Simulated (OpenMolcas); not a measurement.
# C2H3F3 (1,1,1-trifluoroethane) at 6 levels

We compute a comparison of 6 runs (HF/STO-3G, B3LYP/6-31G*, BHLYP/cc-pVDZ, M06-2X/cc-pVDZ, MP2/cc-pVDZ) of C2H3F3 (1,1,1-trifluoroethane). 

The calculation is run with OpenMolcas 26.06.

## 1. The system as given

C2H3F3: 8 atoms, total charge 0, spin state singlet. SMILES: `CC(F)(F)F`. The shape is that of a PBE0-D4/def2-TZVP optimisation.

Bond lengths: C1–C2 1.497 Å, C2–F3 1.341 Å, C2–F4 1.341 Å, C2–F5 1.341 Å, C1–H6 1.089 Å, C1–H7 1.089 Å, C1–H8 1.089 Å. Some angles: C1–C2–F3 111.8°, C1–C2–F4 111.8°, C1–C2–F5 111.8°, F3–C2–F4 107.1°, F3–C2–F5 107.1°, F4–C2–F5 107.1°, C2–C1–H6 109.3°, C2–C1–H7 109.3°, C2–C1–H8 109.3°, H6–C1–H7 109.7°.

## 2. Energy and forces at HF/STO-3G (run 1)

Input file mol.inp:

```
&GATEWAY
 BasLib
 $CurrDir
 Coord
 8
 bohr
 C     -1.16293746    -0.26739625     0.89100587
 C      1.05371129     0.20768090    -0.80067696
 F      3.19892838    -0.72187538     0.17744528
 F      0.74681976    -0.86587251    -3.07590721
 F      1.42523144     2.68397801    -1.19033849
 H     -0.83450306     0.63457003     2.71156802
 H     -1.39461788    -2.29526135     1.15500061
 H     -2.85839974     0.51608420     0.02645617
 Basis
 STO-3G
 Group
 NoSym

&SEWARD

&SCF
 Thresholds
 1e-10 1e-07 1e-07 1e-05
 PrOrbitals
 1

&ALASKA
```

The basis set STO-3G is read from a file made from the Basis Set Exchange's data (not shown).

On the command line:

```
export MOLCAS_MEM=1860
pymolcas mol.inp > mol.log
```

Log:

```text
--- Start Module: gateway ---
[...]
--- Stop Module: gateway /rc=_RC_ALL_IS_WELL_ ---
[...]
      Basis functions           28
[...]
--- Start Module: scf ---
[...]
       Convergence after  11 Iterations
[...]
::    Total SCF energy                               -370.6843485205
[...]
      Total spin, S                                     0.0000000000
[...]
      Total electronic charge=   42.000000
      Total            charge=   -0.000000
[...]
      Dipole Moment (debye):
      Origin of the operator (angstrom)=    0.6021    0.1194   -0.4577
                   X= -1.2359E+00               Y= -2.6448E-01               Z=  9.4339E-01           Total=  1.5771E+00
      Quadrupole Moment (debye*angstrom):
[...]
 *              Molecular gradients               *
 **************************************************
  Irreducible representation: a
 ------------------------------------------------------------------------------------------
                              X                       Y                       Z
 ------------------------------------------------------------------------------------------
  C1                4.07876366949340E-02    8.69618239643288E-03   -3.11225536669903E-02
  C2               -9.27705579047400E-03   -1.86285801061581E-03    7.15392823497174E-03
  F3               -3.80875946558348E-02    1.82944460443952E-02   -2.07390697937484E-02
  F4                8.59877822798483E-03    2.10068481531689E-02    4.11554166149557E-02
  F5               -4.32193709355522E-03   -4.66651157026519E-02    5.32078882500508E-03
  H6                2.72205503726015E-03    2.47673048146191E-03    2.61514199315016E-03
  H7                1.44935281847691E-03   -4.14795363050668E-03   -9.17709569612790E-04
  H8               -1.87123523870625E-03    2.20172026830312E-03   -3.46594263768107E-03
[...]
```

Wall time 2.1 s (1 thread of Arm Neoverse V1, shared host); peak memory 0.37 GiB.

## 3. Energy and gradient at B3LYP/6-31G(d) (spherical functions) (run 2)

Input file run.inp:

```
* C2H3F3 Kohn-Sham DFT
>>> EXPORT MOLCAS_PRINT=2

&GATEWAY
  BasLib
  $CurrDir
  Coord
  8
  angstrom
  C       -0.615400      -0.141500       0.471500
  C        0.557600       0.109900      -0.423700
  F        1.692800      -0.382000       0.093900
  F        0.395200      -0.458200      -1.627700
  F        0.754200       1.420300      -0.629900
  H       -0.441600       0.335800       1.434900
  H       -0.738000      -1.214600       0.611200
  H       -1.512600       0.273100       0.014000
  Basis
  6-31Gs
  Group
  NoSym

&SEWARD
  GridInput
  Grid=UltraFine
  End of Grid

&SCF
  KSDFT
  B3LYP
  Thresholds
  1e-10 1e-07 1e-07 1e-05
  PrOrbitals
  1

&ALASKA
```

The basis set 6-31G* is read from a file made from the Basis Set Exchange's data (not shown).

On the command line:

```
export MOLCAS_MEM=1860
pymolcas run.inp > run.log
```

Log:

```text
--- Start Module: gateway ---
[...]
--- Stop Module: gateway /rc=_RC_ALL_IS_WELL_ ---
[...]
      Basis functions           76
[...]
--- Start Module: scf ---
[...]
       Convergence after  13 Iterations
[...]
::    Total KS-DFT energy                            -377.5505561345
[...]
      Total spin, S                                     0.0000000000
[...]
      Total electronic charge=   42.000000
      Total            charge=   -0.000000
[...]
      Dipole Moment (debye):
      Origin of the operator (angstrom)=    0.6021    0.1194   -0.4577
                   X= -1.5769E+00               Y= -3.3732E-01               Z=  1.2038E+00           Total=  2.0123E+00
      Quadrupole Moment (debye*angstrom):
[...]
 *              Molecular gradients               *
 **************************************************
  Irreducible representation: a
 ------------------------------------------------------------------------------------------
                              X                       Y                       Z
 ------------------------------------------------------------------------------------------
  C1                1.83643767926256E-03    3.62695429828364E-04   -1.39824058580817E-03
  C2                5.19381805875518E-04    1.81437124261663E-04   -3.53509045422751E-04
  F3               -8.60514142851443E-03    4.59625155630761E-03   -5.56071474102815E-03
  F4                2.75997250529381E-03    5.25116158508077E-03    9.49172925571418E-03
  F5               -3.88307714346503E-04   -1.12484090296512E-02    7.88979872246465E-04
  H6                4.96289602489038E-04   -6.58840813732242E-04   -2.30074995990615E-03
  H7                1.01283335345226E-03    2.06932698909013E-03   -8.60451703922571E-04
  H8                2.36853419635397E-03   -5.53622841223289E-04    1.92956907919317E-04
[...]
```

Wall time 27 s (1 thread of Arm Neoverse V1, shared host); peak memory 0.43 GiB.

Runs 3 to 5 aren't shown in full; the table further down has their settings and results.

## 4. A single-point energy at MP2/cc-pVDZ (run 6)

Input file job.input:

```
* C2H3F3 MP2
>>> EXPORT MOLCAS_PRINT=2

&GATEWAY
 BasLib=$CurrDir
 Coord
 8
 angstrom
 C       -0.615400      -0.141500       0.471500
 C        0.557600       0.109900      -0.423700
 F        1.692800      -0.382000       0.093900
 F        0.395200      -0.458200      -1.627700
 F        0.754200       1.420300      -0.629900
 H       -0.441600       0.335800       1.434900
 H       -0.738000      -1.214600       0.611200
 H       -1.512600       0.273100       0.014000
 Basis=cc-pVDZ
 Group=NoSym

&SEWARD

&SCF
 Thresholds=1e-10 1e-07 1e-07 1e-05
 PrOrbitals=1 2

&MBPT2
 Frozen=5
```

The basis set cc-pVDZ is read from a file made from the Basis Set Exchange's data (not shown).

On the command line:

```
export MOLCAS_MEM=1860
pymolcas job.input > job.log
```

Log:

```text
--- Start Module: gateway ---
[...]
--- Stop Module: gateway /rc=_RC_ALL_IS_WELL_ ---
[...]
      Basis functions           85
[...]
--- Start Module: scf ---
[...]
       Convergence after  12 Iterations
[...]
::    Total SCF energy                               -375.8402208832
[...]
      Total spin, S                                     0.0000000000
[...]
      Total electronic charge=   42.000000
      Total            charge=   -0.000000
[...]
      Dipole Moment (debye):
      Origin of the operator (angstrom)=    0.6021    0.1194   -0.4577
                   X= -1.9760E+00               Y= -4.2277E-01               Z=  1.5084E+00           Total=  2.5216E+00
      Quadrupole Moment (debye*angstrom):
[...]
--- Stop Module: scf /rc=_RC_ALL_IS_WELL_ ---
[...]
--- Start Module: mbpt2 ---
[...]
WARNING!
Default frozen orbitals as non valence orbitals is overwritten by user input.
Default values:   5
[...]
       Reference weight ( Cref**2 )         =        0.83652
::    Total MBPT2 energy                             -376.6709886854
[...]
      Total MBPT2 calculations                           0.28      0.33
--- Stop Module: mbpt2 /rc=_RC_ALL_IS_WELL_ ---
[...]
```

Wall time 6 s (1 thread of Arm Neoverse V1, shared host); peak memory 0.47 GiB.

## 5. The series

```tsv
run	level	integration grid	Cartesian functions	energy (Eh)	dipole moment (D) of the reference	HOMO energy (eV)	LUMO energy (eV)	wall time
1	HF/STO-3G	–	no	-370.684349	1.58	-11.29	15.13	2.1 s
2	B3LYP/6-31G* (spherical functions)	UltraFine	no	-377.550556	2.01	-10.16	2.93	27 s
3	B3LYP/6-31G* (Cartesian functions)	UltraFine	yes	-377.554476	2.01	-10.17	2.92	28 s
4	BHLYP/cc-pVDZ	UltraFine	no	-377.425496	2.31	-12.43	2.84	32 s
5	M06-2X/cc-pVDZ	UltraFine	no	-377.453798	2.24	-12.28	2.98	49 s
6	MP2/cc-pVDZ	–	no	-376.670989	2.52	-15.29	5.07	6 s
```

## 6. Summary of results

```
                                          quantity          value
                               run 6: total energy  -376.67099 Eh
         run 6: dipole moment (mean-field density)         2.52 D
        run 6: HOMO energy (Hartree–Fock orbitals)      -15.29 eV
        run 6: LUMO energy (Hartree–Fock orbitals)        5.07 eV
      run 6: HOMO–LUMO gap (Hartree–Fock orbitals)       20.36 eV
run 6: correlation energy (5 core orbitals frozen)     -830.8 mEh
```

In words: Over runs 1, 2, 3, 4, 5 the dipole moment (its size) runs from 1.58 D (HF/STO-3G) to 2.31 D (BHLYP/cc-pVDZ). The two ends differ in method and basis. Over runs 1, 2, 3, 4, 5 the HOMO–LUMO gap runs from 13.09 eV (B3LYP/6-31G*) to 26.42 eV (HF/STO-3G). Totals of different functionals can't be ranked against each other. In run 1 the basis is minimal, so the values are rough. All runs together took 2.4 min, the longest 49 s.
